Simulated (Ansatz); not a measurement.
# SiN+ (quintet): from Hartree-Fock to the top rungs, cc-pVTZ

An exercise on one series of results from a longer session: the logs are not shown, and one member is left open.

Program: Ansatz 0.2.0, Gaussian basis. Level of theory: cc-pVTZ, core rule «outside noble gas», up to 6 orbitals frozen. These are calculated values, not measurements.

The runs, in order: UHF; CCSD(T) on ROHF; CCSD(T) on UHF; BCCD(T) on ROHF; CISD as a restricted active space (open shells left free, so some higher excitations enter); CCSDT(Q) on ROHF; CCSDT(Q) on UHF; CASSCF and MRCISD+Q, 8 electrons in 8 orbitals; CASSCF and NEVPT2, 8 electrons in 8 orbitals.

9 further runs of the same task are left out: 2 that didn't finish, 7 set aside as unsound or not needed. Runs told in other sessions of the task aren't counted.

### What is computed

The geometry is a PBE0/def2-TZVP stationary point (not a proven minimum) of the parent state, kept for this charge and spin.

2 atoms, charge 1, spin multiplicity 5.

Atoms are counted from 1 here; the program's logs count them from 0.

Bond lengths: Si1–N2 1.785 Å.

As a file:

```xyz
2
charge 1, multiplicity 5
Si    0.0000    0.0000    0.0000
N     0.0000    0.0000    1.7854
```

The first run:

Input file in.yaml:

```yaml
crystal:
  periodic: [false, false, false]
  atoms:
    - {symbol: Si, position_ang: [0.000000, 0.000000, 0.000000]}
    - {symbol: N, position_ang: [0.000000, 0.000000, 1.785400]}
basis:
  gaussian: {orbitals: cc-pVTZ}
total_charge: 1
magnetization: {spin_polarized: true, initial_magnetization: 4}
hamiltonian: {xc: hf}
output: {orbitals: {seedname: orbitals}}
```

Run with:

```bash
$ ansatz run in.yaml --threads 1 --pin off --events-out ev --progress --plain --max-ram 2393MiB
```

Among the steps run: UHF; CCSD(T) on ROHF; CCSD(T) on UHF; BCCD(T) on ROHF; CISD as a restricted active space (open shells left free, so some higher excitations enter); CCSDT(Q) on ROHF; CCSDT(Q) on UHF; CASSCF and MRCISD+Q, 8 electrons in 8 orbitals; CASSCF and NEVPT2, 8 electrons in 8 orbitals.

One of the session's tables, all rows but one given; the rest of the session is left out.

It belongs to the step «Misses and costs». 

```
          method  from UCCSDT(Q) (meV)
            ROHF               +5745.2
             UHF               +5430.1
            RMP2               +1161.8
            UMP2               +1101.8
            CISD                +445.6
           RCCSD                +253.4
           UCCSD                +242.9
        RCCSD(T)                 +53.8
        UCCSD(T)                 +47.9
         BCCD(T)                 +51.8
          RCCSDT                 +15.2
          UCCSDT                 +10.2
       RCCSDT(Q)                     ?
       UCCSDT(Q)                     0
  CASSCF valence               +4478.0
  NEVPT2 valence                +866.3
  MRCISD valence                +309.7
MRCISD+Q valence                 +38.0
```

Estimate the missing values for RCCSDT(Q).

**Answer.** from UCCSDT(Q) (meV): +5.0. In the column «from UCCSDT(Q) (meV)» it lies between UCCSDT(Q) (0) and UCCSDT (+10.2).

Caveats from the session: Restricted and unrestricted rows rest on different reference determinants; a gap between their highest levels can come from leftover correlation error, from unlike frozen cores or from another state.
